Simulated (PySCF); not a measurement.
Structure problem from calculated spectra and properties.

Formula: C3H3FN2.

* 13C NMR: chemical shifts (computed TMS as zero) by class: 170.6 (1 C), 131.2 (1 C), 94.7 (1 C) ppm [GIAO PBE0/pcSseg-1]
* Rotational structure: rotational constants A, B, C: 9.458, 3.673, 2.646 GHz [PBE0-D3(BJ)/def2-SVP]
* Valence photoelectron: vertical ionisation energy: 9.98 eV [ΔSCF CAM-B3LYP/def2-SVPD]
* UV, strongest line: among the 10 lowest singlet transitions: S10 at 8.55 eV (145 nm, f = 0.217) [TDDFT CAM-B3LYP/def2-SVPD]
* Triplet: lowest triplet excitation (Tamm–Dancoff): 4.73 eV [TDA CAM-B3LYP/def2-SVPD]
* Dipole: 3.86 D [CAM-B3LYP/def2-SVPD]
* XPS: C1s 290.8, C1s 291.9, C1s 293.5, N1s 405.6, N1s 407.4, F1s 693.4 eV [ΔSCF SCAN, pcX-2 on the ionised atom, pcseg-1 elsewhere, spin-free X2C]
* Couplings: largest of the computed one-bond spin–spin couplings (means over like bonds): 19F–13C -305.3, 13C–1H +196.5, 13C–1H +191.7, 15N–1H -113.8, 13C–13C +79.6, 13C–13C +77.2, 15N–13C -13.2, 15N–15N -12.2 Hz [B3LYP/pcJ-1]
* 1H NMR: chemical shifts (computed TMS as zero) by class: 8.23 (1 H), 7.21 (1 H), 5.90 (1 H) ppm [GIAO PBE0/pcSseg-1]

The electronic properties come from PySCF, for the isolated species, density fitting. Levels stand in brackets. Geometry: PBE0-D3(BJ)/def2-SVP; no solvent, vibrations or thermal averaging. Each NMR value is the plain mean over a class of atoms that symmetry, rotation or inversion makes alike.

Question: Propose a structure and show how it fits.

Answer: Numbering: `[F:1][c:2]1[cH:3][cH:4][nH:5][n:6]1`. Its formula, C3H3FN2, gives 3 degrees of unsaturation: 1 ring and 2 π bonds in the structure found (Kekulé form). 3 carbons fall into 3 classes; from least to most shielded: aromatic C–F carbon [C2] (170.6 ppm), aromatic CH next to a ring nitrogen [C4] (131.2 ppm), aromatic CH carbon [C3] (94.7 ppm). Hydrogen classes from least to most shielded: 1 H on a pyrrole-type nitrogen, N5 (8.23 ppm), 1 H on an aromatic CH next to a ring nitrogen, C4 (7.21 ppm), 1 H on an aromatic CH carbon, C3 (5.90 ppm). The couplings run between: -305.3 Hz, aryl fluorine [F1] and aromatic C–F carbon [C2]; +196.5 Hz, aromatic CH next to a ring nitrogen [C4] and its hydrogen; +191.7 Hz, aromatic CH carbon [C3] and its hydrogen; -113.8 Hz, pyrrole-type nitrogen [N5] and its hydrogen; +79.6 Hz, aromatic C–F carbon [C2] and aromatic CH carbon [C3]; +77.2 Hz, aromatic CH carbon [C3] and aromatic CH next to a ring nitrogen [C4]; -13.2 Hz, pyrrole-type nitrogen [N5] and aromatic CH next to a ring nitrogen [C4]; -12.2 Hz, pyrrole-type nitrogen [N5] and pyridine-type nitrogen [N6]. The core levels belong to: C1s 290.8 eV, aromatic CH carbon [C3]; C1s 291.9 eV, aromatic CH next to a ring nitrogen [C4]; C1s 293.5 eV, aromatic C–F carbon [C2]; N1s 405.6 eV, pyridine-type nitrogen [N6]; N1s 407.4 eV, pyrrole-type nitrogen [N5]; F1s 693.4 eV, aryl fluorine [F1]. The optimised geometry has point group Cs and is an asymmetric top. Structure: `Fc1cc[nH]n1`. Computed isomers that give other values at the same levels: `Fc1cn[nH]c1` (vertical ionisation energy: 9.58 eV). The assignments are read from this structure; whether some other isomer fits the data as well wasn't checked.
